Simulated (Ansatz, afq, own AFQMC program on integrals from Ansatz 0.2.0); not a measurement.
Integrals from Ansatz 0.2.0, then the random walk in our own AFQMC program (afq).

```yaml
crystal:
  periodic: [false, false, false]
  atoms:
    - {symbol: B, position_ang: [0.000000, 0.079752, 0.863775]}
    - {symbol: N, position_ang: [0.000000, -0.117617, -0.587927]}
    - {symbol: H, position_ang: [0.000000, 0.779045, -1.094669]}
basis:
  gaussian: {orbitals: cc-pVDZ}
total_charge: 1
magnetization: {spin_polarized: true, initial_magnetization: 2}
correlation: {method: ccsd_t, electrons: outside_noble_gas, hamiltonian_folder: ham}
```

```sh
$ ansatz run in.yaml --threads 1 --pin off --events-out ev --progress --plain --max-ram 1382MiB
```

afq runs on the folder ham with

```
--method phaseless --trial cisd --walkers 60 --populations 1 --least-time 40 --time-step 0.005 --steps-per-block 50 --equilibration-blocks 28 --max-blocks 300 --target-error 0.00034 --factor-cut 1e-05 --start spin_pure --seed 3918 --release-times 0.24,0.5,1,1.5 --release-step 0.02 --release-every 4 --taylor-order 6
```

Times are imaginary, in 1/Eh. The walk had a cap of 630 s.

Log:

```
orbitals 31  electrons 5 3  factors 232 of 313
reference energy -79.28484567 Eh
CCSD correlation -0.18914404 Eh in 14 cycles, weight of the determinant in the CISD state 0.9034
energy of the start -79.473768 Eh
 block  time / (1/Eh)  mean weight  energy / Eh
     1     0.250  0.9996  -79.472956
     2     0.500  1.0024  -79.474265
     3     0.750  0.9966  -79.477756
     4     1.000  1.0003  -79.480040
     5     1.250  1.0016  -79.480226
     7     1.750  1.0004  -79.485789
     9     2.250  1.0002  -79.479202
    15     3.750  0.9994  -79.482689
    29     7.250  1.0021  -79.478862
    43    10.750  0.9995  -79.480824
    57    14.250  1.0001  -79.482367
    71    17.750  1.0004  -79.479579
    85    21.250  0.9948  -79.482959
    99    24.750  0.9966  -79.486340
   113    28.250  1.0004  -79.481491
   127    31.750  0.9991  -79.480381
   141    35.250  0.9980  -79.482110
   155    38.750  1.0004  -79.478887
   162    40.500  0.9994  -79.490997
   169    42.250  0.9983  -79.483502
   183    45.750  1.0011  -79.478796
   197    49.250  1.0004  -79.478955
   211    52.750  1.0010  -79.482238
   225    56.250  0.9993  -79.476883
   239    59.750  0.9976  -79.474922
   246    61.500  1.0009  -79.474649
   253    63.250  1.0018  -79.487102
   267    66.750  1.0008  -79.482582
   281    70.250  0.9980  -79.476193
   288    72.000  0.9994  -79.487557
blocks merged  error / Eh  count
     1  0.000252  260
     2  0.000286  130
     4  0.000328  65
     8  0.000326  32
    16  0.000311  16
    32  0.000173  8
released: time / (1/Eh)  energy / Eh  error  mean overlap
  0.24  -79.481505  0.000418  0.9971
  0.50  -79.482428  0.000448  0.9803
  1.00  -79.482020  0.000596  0.9961
  1.50  -79.482611  0.000620  0.9807
energy -79.481297 +/- 0.000326 Eh
(rows thinned)
```

The run passed its tests (sampling time, drift between the halves within three errors, error under three times the target), which doesn't prove that it has relaxed.

Against this walk (error 8.9 meV) on the same determinant: CCSD(T) 7.7 meV higher (within the noise), CCSDT(Q) 44.3 meV lower. The error is statistical and leaves out the bias of the constraint. Released to 1.50 1/Eh the energy moves by -36 ± 19 meV (both errors), within twice the noise. CCSDT(Q) is the surest value here, so the walk's 44 meV above it is most likely the bias of the constraint with this trial, which can have either sign.

Cautions: constraint bias not in the error; lower spins were not checked.

The walk took 3.8 min on 1 thread of Arm Neoverse V1 (shared host). The log's last line is the phaseless energy.

CCSDT and higher add their correlation energy to the determinant of the CCSD(T) run, since their own runs factorise the integrals more tightly (a shift of under 2 meV). A walk keeps the symmetry of its determinant, which the program's search chose and which needn't be the lowest solution, so a lower state of the same spin and another symmetry isn't excluded.
